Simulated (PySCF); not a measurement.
C₃H₄F₂O (charge +1 and doublet state).
Geometry (GFN2-xTB, Å), atoms numbered from 1 in this order:
```
atom  x, y, z in Å
C1     1.8928   -0.5864   -0.2813
C2     0.7180    0.1344   -0.2875
O3    -0.4150   -0.4662   -0.0628
C4    -1.6536    0.1911   -0.0809
F5    -2.0719    0.3239    1.1663
F6    -1.5488    1.3906   -0.6326
H7     1.8866   -1.6709   -0.3136
H8     2.8504   -0.0821   -0.2443
H9     0.7201    1.2117   -0.4876
H10   -2.3698   -0.4414   -0.6511
```

The hyperfine couplings belong to this conformer and change with its torsions.

The species is `[CH2][CH+]OC(F)F` [radical] (charge +1).

Computed with UKS B3LYP, pcH-1 on C F H O, non-relativistic, mean-field spin-orbit, GIAO in PySCF 2.14.0. Geometry: GFN2-xTB, one conformer, isolated ion. A GFN2-xTB geometry isn't a minimum of the functional, and hyperfine couplings can be far from their values at a DFT geometry, by a factor of two or more for some ions and for spin on atoms past the first row. The frame is twisted about the C1–C2 bond at this geometry (dihedral H7–C1–C2–O3 = 14°); couplings at other torsion angles weren't computed. The SCF solution wasn't tested for stability.

Q: Break the g tensor into its mass correction, gauge correction and orbital-Zeeman/spin–orbit terms.

A: 
| Δg (ppm) | 1 | 2 | 3 |
| --- | --- | --- | --- |
| relativistic mass correction | -191 | -191 | -191 |
| gauge correction | -2 | 50 | 45 |
| orbital Zeeman/spin–orbit | 87 | 1043 | 2777 |
| total | -106 | 901 | 2631 |

So g = 2.00221, 2.00322, 2.00495 and g_iso = 2.00346; the tensor is rhombic: the two nearest values differ by 37 % of g3 − g1. Axes: g3 points within 10° of the O3–C4 bond.

Q: What effective moment and Curie constant follow for a powder?

A: With the mean of g² = 4.0139 and S(S+1) = 0.75: μ_eff = √(⟨g²⟩S(S+1)) = 1.735 μB and χT = 0.12505·⟨g²⟩·S(S+1) = 0.376 cm³ K/mol (cgs; spin-Hamiltonian part alone).

Q: Average each term over the three axes. Which is largest in size?

A: The orbital-Zeeman/spin–orbit term 1302, the mass correction -191 and the gauge correction 31 ppm, for a total of 1142 ppm. The orbital-Zeeman/spin–orbit term is the largest in size. The mass correction is the same along every axis, so the anisotropy comes from the other two: their spans along these axes are 51 (gauge) and 2690 ppm (orbital Zeeman/spin–orbit).

Q: What are the electron Larmor frequencies g μB B/h along the three axes at 1200 mT?

A: 33.6282, 33.6451, 33.6741 GHz for g1, g2 and g3, a range of 46.0 MHz.

Q: In a frozen sample, at which fields do the three g values resonate at 9.5, 34, 94 and 263 GHz (hyperfine left aside), and which band first spreads them over more than twice a line width of 0.3 mT?

A: 
```json
{"band": "X", "GHz": "9.5", "B(g3) mT": "338.54", "B(g2) mT": "338.83", "B(g1) mT": "339.00", "spread mT": "0.46"}
{"band": "Q", "GHz": "34.0", "B(g3) mT": "1211.61", "B(g2) mT": "1212.66", "B(g1) mT": "1213.27", "spread mT": "1.66"}
{"band": "W", "GHz": "94.0", "B(g3) mT": "3349.75", "B(g2) mT": "3352.65", "B(g1) mT": "3354.33", "spread mT": "4.58"}
{"band": "J", "GHz": "263.0", "B(g3) mT": "9372.18", "B(g2) mT": "9380.27", "B(g1) mT": "9384.99", "spread mT": "12.81"}
```

The spread grows in proportion to the frequency. Q band is the first where it exceeds 0.6 mT.

Largest spin populations (Mulliken): C1 (+0.67), O3 (+0.21) and C2 (+0.16). Three atoms exceed +0.15. The angles at C1 add up to 360.0°, so it is planar; its axial dipolar tensor and the negative couplings of its protons fit spin in a p orbital normal to that plane.

The HOMO–LUMO gaps are 6.92 eV among the α and 4.51 eV among the β orbitals.
